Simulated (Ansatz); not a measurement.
# Basis-set limit of Pt⁺, quartet

A free Pt cation.

Ansatz 0.2.0, UHF determinant, valence electrons correlated, core potentials past Kr. Energies in eV.

```tsv
set	X	functions	Hartree–Fock	MP2 correlation	CCSD(T) correlation	time
def2-TZVPP	3	56	-3213.9473	-6.3236	-6.3784	10 s on 1 × NVIDIA H100 80GB HBM3 with 1 thread of AMD EPYC 7R13 Processor (Zen 3), with other jobs on the host
def2-QZVPP	4	88	-3213.9620	-6.7518	-6.7903	12 s on 1 × NVIDIA H100 80GB HBM3 with 1 thread of AMD EPYC 7R13 Processor (Zen 3), on a shared host
```

Hartree–Fock is taken to follow E(X) = E∞ + A·exp(−7.88·√X), correlation E(X) = E∞ + B·X^−2.97.

Cautions: no spin-orbit coupling; outer-core shells of the metal frozen; another spin lies lower.

Question: Work out the CCSD(T) energy at the limit, and how far the shortcut misses it that extrapolates MP2 and adds CCSD(T) minus MP2 from the smaller set.

Answer: Hartree–Fock: E∞ = E4 + 0.1377·(E4 − E3) = -3213.9640. Correlation: E∞ = E4 + 0.7407·(E4 − E3) = -7.0955 for CCSD(T) and -7.0690 for MP2. The limit is -3221.0595 eV, 0.307 eV below def2-QZVPP. The shortcut gives a correlation energy of -7.0690 + (-0.0548) = -7.1238, 28 meV lower than the direct value.

The exponents were fitted on light atoms, and def2 sets of heavy atoms don't grow evenly, so the limit is rough here.
